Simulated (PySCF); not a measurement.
Gas-phase reaction: HF + 5 SiH2 → SiHF + i-Si4H10

Method: PySCF energies plus ideal-gas RRHO corrections (1 bar). † marks an energy on the PBE0/def2-TZVP geometry and frequencies; other levels use their own. MP2 freezes the core. 6-31G* has spherical d functions here. All species are closed-shell singlets. SiHF: computed as isolated molecules; such fragments, hydroxides, amides, oligomers or adducts are transient or little studied in the gas. MP2 isn't extrapolated to the basis-set limit.

PBE0/def2-SVP† gives ΔH°(298 K) = -1134 kJ.

What do BLYP/def2-TZVP†, MP2/def2-SVP†, HF/6-31G* give?

BLYP/def2-TZVP†: -995 kJ; MP2/def2-SVP†: -1093 kJ; HF/6-31G*: -998 kJ. For scale, ΔH°(298 K) is -1134 kJ at this level, -1067 kJ at ωB97M-V/def2-TZVP†, and runs from -1235 to -995 kJ over the 17 levels computed.
